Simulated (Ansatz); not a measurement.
`C=[N][AlH2]` + H–F → `[F][AlH2]` + `C=N` at 298.15 K and 1 bar (ligand exchange at the Al–N bond).

Gas-phase electronic energies from Ansatz, PBE0-D4/def2-TZVP geometries. CCSD(T)/CBS adds triple-zeta CCSD(T) − MP2 to the extrapolated MP2 energy (def2 sets, frozen cores). This one scheme is used for every species.

```
      species  CCSD(T)/CBS energy (Eh)  H − E (kJ/mol)  S (J/(mol·K))
`C=[N][AlH2]`               -337.15304           128.7          278.7
          H–F               -100.39570            33.5          173.6
  `[F][AlH2]`               -343.06661            51.4          241.2
        `C=N`                -94.52360           115.3          227.0
```

H − E and S are ideal-gas, rigid-rotor, harmonic terms from PBE0-D4/def2-TZVP. 1 Eh = 2625.50 kJ/mol, R = 8.31446 J/(mol·K).

**Question.** By hand: ΔE, ΔH, ΔS and ΔG.

**Answer.** ΔE = (-343.06661) + (-94.52360) − (-337.15304) − (-100.39570) = -0.04147 Eh = -108.9 kJ/mol. Δ(H − E) = 51.4 + 115.3 − 128.7 − 33.5 = 4.5, so ΔH = -104.4 kJ/mol. ΔS = 241.2 + 227.0 − 278.7 − 173.6 = 15.9 J/(mol·K). ΔG = -104.4 − 298.15 × (15.9)/1000 = -109.1 kJ/mol.

**Question.** By hand: the equilibrium constant, and the temperature at which ΔG would vanish if ΔH and ΔS stayed fixed.

**Answer.** log₁₀ K = −ΔG/(RT ln 10) = 19.1. ΔH and −TΔS have one sign here, so there is no such temperature.

ΔH outweighs TΔS. A doubt of 5 kJ/mol in ΔE shifts log₁₀ K by 0.9 here. These are equilibria of isolated gas molecules and say nothing of rates. Largest T1 diagnostic: 0.015 (customary marks: 0.02 for closed shells, 0.045 for open ones).
